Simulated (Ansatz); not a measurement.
# C2HNa: the cost of one run

Computed with Ansatz 0.2.0, driven from Python. Level of theory: PBE0/cc-pVDZ.

**1. The system**

Bond lengths: C1–C2 1.157 Å, C2–Na3 2.183 Å, C1–H4 1.113 Å. Angles: C1–C2–Na3 178.4°, C2–C1–H4 179.0°.

The script holds or builds the structure itself.

**2. Script**

run_freq.py

```python
"""Harmonic frequencies of C2HNa at its relaxed geometry."""

import logging
import sys

import ansatz as az
import numpy as np

logging.basicConfig(stream=sys.stdout, format="%(levelname)s %(message)s")
log = logging.getLogger("calc")
log.setLevel(logging.INFO)

BASIS_SET = "cc-pVDZ"
FUNCTIONAL = "pbe0"


def main() -> None:
    mol = (
        az.Crystal.molecule()
        .atom("C", (-0.0622, 0.8199, -0.1187))
        .atom("C", (0.0257, -0.3227, 0.0414))
        .atom("Na", (0.2516, -2.4734, 0.3428))
        .atom("H", (-0.1596, 1.9158, -0.2859))
    )

    calc = mol.calculation().basis(gaussian=BASIS_SET).functional(FUNCTIONAL)
    symbols = [site.symbol for site in mol.cartesian_sites]
    start = np.array([site.position_ang for site in mol.cartesian_sites], dtype=float)
    report = calc.relax(force_tolerance=0.003).run().report
    end = np.array(report["positions_ang"])

    log.info("bond        before    after (A)")
    for i, j in [(0, 1), (0, 3), (1, 2)]:
        d0, d1 = (np.linalg.norm(xyz[i] - xyz[j]) for xyz in (start, end))
        print(f"{symbols[i]}{i}-{symbols[j]}{j}".ljust(10), f"{d0:8.4f} {d1:8.4f}")

    # frequencies need a stationary point, so they are taken at the relaxed geometry
    minimum = az.Crystal.molecule()
    for symbol, xyz in zip(symbols, end):
        minimum = minimum.atom(symbol, xyz.tolist())
    vibrating = (
        minimum.calculation()
        .basis(gaussian=BASIS_SET)
        .functional(FUNCTIONAL)
        .phonons(temperatures=(298.15, 498.15, 100))
    )
    vib = vibrating.run().report["vibrations"]
    sums = vib["harmonic_sums"]
    modes = [m["omega_inv_cm"] for m in sums["modes_at_gamma"] if m["rigid_motion"] == "no"]
    print("frequencies (1/cm):", " ".join(f"{w:.0f}" for w in modes))
    print("imaginary modes:", sum(w < 0 for w in modes), " zero-point energy:", round(sums["zero_point_energy_ev"], 4), "eV")
    log.info("T (K)   F_vib (eV)   S_vib (meV/K)   C_vib (meV/K)")
    for row in zip(sums["temperatures_k"], sums["vibrational_free_energy_ev"], vib["entropy_ev_per_k"], vib["heat_capacity_ev_per_k"]):
        log.info(f"{row[0]:6.1f} {row[1]:11.4f} {1000 * row[2]:13.4f} {1000 * row[3]:15.4f}")


if __name__ == "__main__":
    main()
```

**3. The calls as engine input**

The engine receives this input (first run):

```yaml
crystal:
  periodic: [false, false, false]
  atoms:
    - { symbol: C, position_ang: [-0.0622, 0.8199, -0.1187] }
    - { symbol: C, position_ang: [0.0257, -0.3227, 0.0414] }
    - { symbol: Na, position_ang: [0.2516, -2.4734, 0.3428] }
    - { symbol: H, position_ang: [-0.1596, 1.9158, -0.2859] }
basis:
  gaussian:
    orbitals: cc-pVDZ
hamiltonian:
  xc: pbe0
relax:
  f_tol: 0.003
```

**4. Launch**

Launch:

```sh
> python run_freq.py
```

**Question.** How long does this script take on 1 thread of Arm Neoverse V2, shared host, and how much memory does it need?

About 26 s, with a peak of 0.18 GiB.
